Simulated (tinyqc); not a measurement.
Worked calculation: UKS/PBE0 in the sto-6g basis, for H2O+, spin multiplicity 2. One step of it, computed by the program tinyqc.

Task: Iteration 2: DIIS coefficients. Solve [B -1; -1 0][c; lambda] = [0; -1] for the coefficients, which sum to one.

B (overlaps of the stored error matrices):
```
,1,2
1,2.2006494e+00,8.4285947e-01
2,8.4285947e-01,3.2490309e-01
```

Give: DIIS coefficients.

Result:

DIIS coefficients: -0.6167  1.6167
